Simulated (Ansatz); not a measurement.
# SiCCl (quartet): from Hartree-Fock to the top rungs, cc-pVDZ

How much of the correlation energy of SiCCl (quartet) does each wave-function method recover here?

Method: cc-pVDZ, core rule «outside noble gas», up to 11 orbitals frozen; program: Ansatz 0.2.0, Gaussian basis.

The runs, in order: UHF; CCSD(T) on ROHF; CCSD(T) on UHF; BCCD(T) on ROHF; CISD; CCSDT(Q) on ROHF; CCSDT(Q) on UHF; CASSCF and MRCISD+Q, 13 electrons in 11 orbitals; CASSCF and NEVPT2, 13 electrons in 11 orbitals.

20 further runs of the same task are left out: 4 that didn't finish, 16 set aside as unsound or not needed.

## Step 1: What is computed

The geometry is a PBE0/def2-TZVP stationary point (not a proven minimum).

3 atoms, charge 0, spin multiplicity 4.

Atoms are counted from 1 here; the program's logs count them from 0.

Bond lengths: C1–Si2 1.858 Å, Si2–Cl3 2.076 Å. Angles: C1–Si2–Cl3 103.7°.

## Step 2: UHF

in.yaml

```yaml
crystal:
  periodic: [false, false, false]
  atoms:
    - {symbol: C, position_ang: [0.000000, -0.896812, 1.818922]}
    - {symbol: Si, position_ang: [0.000000, 0.607235, 0.728623]}
    - {symbol: Cl, position_ang: [0.000000, -0.177225, -1.193419]}
basis:
  gaussian: {orbitals: cc-pVDZ}
magnetization: {spin_polarized: true, initial_magnetization: 3}
hamiltonian: {xc: hf}
output: {orbitals: {seedname: orbitals}}
```

Command:

```console
ansatz run in.yaml --threads 1 --pin off --events-out ev --progress --plain --max-ram 2393MiB
```

After this run come: CCSD(T) on ROHF; CCSD(T) on UHF; BCCD(T) on ROHF; CISD; CCSDT(Q) on ROHF; CCSDT(Q) on UHF; CASSCF and MRCISD+Q, 13 electrons in 11 orbitals; CASSCF and NEVPT2, 13 electrons in 11 orbitals.

Before running them: what should the planned runs give, taken together? Wanted: UCCSDT(Q) below the RHF energy; RMP2 from UCCSDT(Q); UMP2 from UCCSDT(Q); RCCSD from UCCSDT(Q); RCCSD(T) from UCCSDT(Q); UCCSD(T) from UCCSDT(Q); RCCSDT(Q) from UCCSDT(Q); NEVPT2 valence from UCCSDT(Q); MRCISD+Q valence from UCCSDT(Q).

**Answer**, as computed:

| quantity | value |
| --- | --- |
| UCCSDT(Q) below the RHF energy | -8.8578 eV |
| RMP2 from UCCSDT(Q) | +1557.7 meV |
| UMP2 from UCCSDT(Q) | +1533.3 meV |
| RCCSD from UCCSDT(Q) | +365.4 meV |
| RCCSD(T) from UCCSDT(Q) | +85.0 meV |
| UCCSD(T) from UCCSDT(Q) | +83.7 meV |
| RCCSDT(Q) from UCCSDT(Q) | +3.3 meV |
| NEVPT2 valence from UCCSDT(Q) | +1396.0 meV |
| MRCISD+Q valence from UCCSDT(Q) | +103.5 meV |
| levels within 1 kcal/mol (43 meV) | RCCSDT, UCCSDT, RCCSDT(Q) |
| T1 diagnostic | 0.044 |
| effectively unpaired electrons | 3.05 |

**Reading.** RCCSD(T) misses by +85.0 meV, 1.0 % of the correlation energy. The occupations are near whole numbers, but T1 = 0.044 shows that the orbitals relax strongly. Of the multireference levels listed MRCISD+Q valence comes nearest in total energy (+103.5 meV), which doesn't show that its space is the better one. These misses are within one basis, not against nature; the frozen cores of restricted and unrestricted runs differ, which can shift their rows.
